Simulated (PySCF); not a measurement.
A geometry optimisation, step by step.

Species: PH₃.
Atom-mapped SMILES: `[PH3:1]` (hydrogens: H2, H3, H4 on P1)

Method: PBE0-D3(BJ)/def2-SVP geometry optimisation, gas phase (PySCF); density fitting, grid level 1; the optimiser is geomeTRIC in internal coordinates, started from a GFN2-xTB structure. The frame can shift and turn from step to step; on so coarse a grid that alone can change the energy by a few meV, and forces under 0.02 eV/Å are noise.

Step 0: E = -9330.6490 eV, largest atomic force 1.425 eV/Å
```
atom  x, y, z in Å  |  force x, y, z in eV/Å
P1     -0.001    0.003    0.570   -0.011   0.003   1.425
H2     -0.559    1.009   -0.206   -0.419   0.756  -0.482
H3      1.158   -0.016   -0.190    0.870  -0.015  -0.470
H4     -0.588   -0.991   -0.198   -0.440  -0.744  -0.474
```

Step 1: E = -9330.7075 eV, largest atomic force 0.338 eV/Å
```
atom  x, y, z in Å  |  force x, y, z in eV/Å
P1     -0.004    0.005    0.511    0.002  -0.001  -0.338
H2     -0.585    1.053   -0.286    0.080  -0.143   0.114
H3      1.204   -0.015   -0.270   -0.165   0.003   0.111
H4     -0.615   -1.031   -0.278    0.084   0.142   0.113
```

Step 2: E = -9330.7105 eV, largest atomic force 0.051 eV/Å
```
atom  x, y, z in Å  |  force x, y, z in eV/Å
P1     -0.004    0.005    0.507    0.000   0.000  -0.051
H2     -0.581    1.047   -0.285    0.006  -0.010   0.017
H3      1.197   -0.015   -0.269   -0.012   0.000   0.017
H4     -0.612   -1.025   -0.277    0.006   0.010   0.017
```

Step 3: E = -9330.7106 eV, largest atomic force under 0.02 eV/Å
```
atom  x, y, z in Å  |  force x, y, z in eV/Å
P1     -0.004    0.005    0.505    0.000   0.000  -0.002
H2     -0.581    1.047   -0.284   -0.001   0.001   0.001
H3      1.198   -0.015   -0.269    0.001   0.000   0.000
H4     -0.612   -1.025   -0.276   -0.001  -0.001   0.001
```

Q: Summarise the path.

A: The energy falls by 0.0616 eV from step 0 to step 3; nine tenths of that is first reached at step 1. It falls at every step. The largest force goes from 1.425 to under 0.02 eV/Å. Among the bonds P1–H2 changes most (a near tie, within 0.001 Å, with another), from 1.387 to 1.429 Å; the atoms move by 0.037 Å rms after alignment.

Q: Follow the three bonds and two angles with the largest change from start to end.

A: 
```json
{"step": "0", "E above end (eV)": "0.0616", "largest force (eV/Å)": "1.425", "P1–H2 (Å)": "1.387", "P1–H3 (Å)": "1.387", "P1–H4 (Å)": "1.387", "H2–P1–H3 (°)": "92.3", "H2–P1–H4 (°)": "92.3"}
{"step": "1", "E above end (eV)": "0.0030", "largest force (eV/Å)": "0.338", "P1–H2 (Å)": "1.439", "P1–H3 (Å)": "1.439", "P1–H4 (Å)": "1.439", "H2–P1–H3 (°)": "92.8", "H2–P1–H4 (°)": "92.8"}
{"step": "2", "E above end (eV)": "0.0001", "largest force (eV/Å)": "0.051", "P1–H2 (Å)": "1.430", "P1–H3 (Å)": "1.430", "P1–H4 (Å)": "1.430", "H2–P1–H3 (°)": "92.8", "H2–P1–H4 (°)": "92.8"}
{"step": "3", "E above end (eV)": "0.0000", "largest force (eV/Å)": "under 0.02", "P1–H2 (Å)": "1.429", "P1–H3 (Å)": "1.429", "P1–H4 (Å)": "1.429", "H2–P1–H3 (°)": "93.0", "H2–P1–H4 (°)": "93.0"}
```

The cost below is that of the whole optimisation. Hardware: an Arm Neoverse V2 with one thread, shared host. Cost: 1.0 s of wall time, 0.24 GiB resident at most.
